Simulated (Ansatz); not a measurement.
Kohn–Sham single points on C₃HFS.

```yaml
crystal:
  periodic: [false, false, false]
  atoms:
    - {symbol: F, position_ang: [1.971734, -0.876483, -0.925125]}
    - {symbol: C, position_ang: [0.835505, -0.196203, -0.930832]}
    - {symbol: C, position_ang: [-0.219944, -0.614115, -0.113810]}
    - {symbol: C, position_ang: [-1.010899, 0.143243, 0.610002]}
    - {symbol: S, position_ang: [0.509869, 1.049115, 0.625133]}
    - {symbol: H, position_ang: [-2.044166, 0.430342, 0.688535]}
basis:
  gaussian: {orbitals: def2-TZVPP}
hamiltonian: {xc: pbe0, dispersion: d4}
output: {orbitals: {seedname: orbitals}}
```

```sh
$ ansatz run in.yaml --threads 2 --pin off --events-out ev --progress --plain --max-ram 4352MiB
```

It prints (some lines left out):

```
Functional definition: PBE0
1070 factors; their error is unknown
mean field evaluation 1: about -16659.3906 eV, gradient 5.3e1 eV
mean field evaluation 2: about -16645.5031 eV, gradient 8.8e1 eV
mean field evaluation 4: about -16665.8443 eV, gradient 8.1e0 eV
mean field evaluation 8: about -16665.9926 eV, gradient 1.2e-1 eV
mean field evaluation 16: about -16666.0203 eV, gradient 5.7e-4 eV
mean field -16666.02034113 eV, -612.4649509023 hartree, gradient 4.9e-5 eV, S^2 0.000000; 0 other end points of the search recorded, 0 dependent functions left out
reference -16666.02036404 eV, -612.4649517443 hartree; 22, 22 occupied and 158, 158 virtual orbitals, 1070 factors
Total energy: -16666.14116047 eV, -612.4693909310 hartree
```

It took 3.1 s on 2 threads of an Arm Neoverse V2 on a shared host, with 0.37 GiB of host memory at the peak.

Changing it to `hamiltonian: {xc: lda}` (abridged; 1.2 s):

```
Functional definition: SPW92
mean field evaluation 16: about -16593.5138 eV, gradient 4.9e-4 eV
mean field -16593.51380938 eV, -609.8003850069 hartree, gradient 7.2e-5 eV, S^2 0.000000
Total energy: -16593.51383804 eV, -609.8003860605 hartree
```

The same input with `hamiltonian: {xc: {name: BHLYP}, dispersion: d4}` (abridged; 3 s):

```
Functional definition: BHLYP
mean field evaluation 16: about -16672.7097 eV, gradient 1.6e-3 eV
mean field -16672.70966801 eV, -612.7107791309 hartree, gradient 5.6e-5 eV, S^2 0.000000
Total energy: -16672.88771164 eV, -612.7173221135 hartree
```

Changing it to `hamiltonian: {xc: pbe, dispersion: d4}` and forces (abridged; 2.4 s):

```
Functional definition: PBE
mean field evaluation 16: about -16665.4382 eV, gradient 6.8e-3 eV
mean field -16665.43819304 eV, -612.4435573544 hartree, gradient 1.6e-5 eV, S^2 0.000000
Total energy: -16665.58416141 eV, -612.4489215931 hartree
Atom 0 force     0.637346    -0.326728    -0.104657 eV/Å
Atom 1 force    -0.249341     0.335549    -0.324848 eV/Å
Atom 2 force     0.174775    -0.860297    -0.266038 eV/Å
Atom 3 force    -0.551833     0.355881     0.491684 eV/Å
Atom 4 force     0.217507     0.384209     0.234003 eV/Å
Atom 5 force    -0.228455     0.111385    -0.030144 eV/Å
Dipole moment:    -0.370412     0.122799     0.227184 e Å
```

Changing it to `hamiltonian: {xc: {name: wB97X-V}}` (abridged; 8.5 s):

```
Functional definition: wB97X-V
mean field evaluation 16: about -16672.3984 eV, gradient 1.4e-3 eV
mean field -16672.39837975 eV, -612.6993394982 hartree, gradient 5.4e-5 eV, S^2 0.000000
Total energy: -16672.39837826 eV, -612.6993394436 hartree
```

With the line `hamiltonian: {xc: {name: B97M-V}}` (abridged; 9 s):

```
Functional definition: B97M-V
mean field evaluation 16: about -16672.7099 eV, gradient 6.5e-4 eV
mean field -16672.70992563 eV, -612.7107885982 hartree, gradient 1.6e-5 eV, S^2 0.000000
Total energy: -16672.70997012 eV, -612.7107902331 hartree
```
